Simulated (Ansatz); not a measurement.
Born–Oppenheimer molecular dynamics of H6Si2 (8 atoms, charge 0, multiplicity 1). It starts from a relaxed structure.

Theory: RKS CAM-B3LYP-D4/6-31G* (Ansatz 0.2.0).

* ensemble: NVE (velocity Verlet)
* time step: 3 fs
* steps asked: 40
* starting velocities drawn for: 400 K
* seed: 860698

First frame:

```xyz
8
Properties=species:S:1:pos:R:3
Si 0.000 0.000 -0.058
Si 0.000 0.000 2.279
H -1.337 -0.390 2.799
H 1.006 -0.963 2.799
H 0.331 1.353 2.799
H 1.393 0.022 -0.578
H -0.715 1.194 -0.578
H -0.676 -1.217 -0.578
```

(1) What does the run give?

(2) What happens to the structure?

(3) How do temperature and energy run in time?

Results:

(1) The run went to its last step.

```
steps done                                               : 40
time covered                                             : 120 fs
mean temperature over the second half                    : 192 K
spread of the potential energy over the second half      : 5.6 meV per atom
mean potential energy of the second half above the start : 23.4 meV per atom
```

The conserved energy wandered by up to 6.5 meV per atom (net 3.4 meV per atom), which is poor conservation. The temperature averaged 0.48 of the 400 K drawn at the start: a run that starts near a minimum puts about half its kinetic energy into the potential. A step of 3 fs is long for free X–H stretches (periods near 10 fs) and can bias their spread and the temperature. A run of 0.12 ps of so small a system gives no equilibrium averages.

(2) The same pairs are bonded in the first frame and the last. Pairs count as bonded within 1.25 times the sum of covalent radii (0.12 Å more for H–H). The details hang on the random start.

(3) 
| time (fs) | T (K) | potential energy less start (eV) | conserved less start (meV/atom) |
| --- | --- | --- | --- |
| 0.0 | 400 | 0.000 | 0.00 |
| 6.0 | 191 | 0.174 | 1.55 |
| 12.0 | 149 | 0.222 | 3.41 |
| 18.0 | 310 | 0.091 | 2.62 |
| 24.0 | 120 | 0.260 | 5.34 |
| 30.0 | 170 | 0.230 | 6.47 |
| 36.0 | 296 | 0.112 | 3.90 |
| 42.0 | 157 | 0.212 | 2.86 |
| 48.0 | 211 | 0.164 | 2.22 |
| 54.0 | 304 | 0.080 | 0.66 |
| 60.0 | 151 | 0.205 | 1.56 |
| 66.0 | 191 | 0.189 | 3.33 |
| 72.0 | 241 | 0.155 | 4.06 |
| 78.0 | 138 | 0.247 | 5.43 |
| 84.0 | 198 | 0.199 | 5.32 |
| 90.0 | 149 | 0.227 | 4.07 |
| 96.0 | 153 | 0.207 | 1.90 |
| 102.0 | 273 | 0.109 | 1.33 |
| 108.0 | 217 | 0.155 | 1.64 |
| 114.0 | 191 | 0.174 | 1.47 |
| 120.0 | 232 | 0.157 | 3.36 |

Time of the run: 77 s on 1 thread of Arm Neoverse V1, with other jobs on the host, peak memory 0.1 GiB.
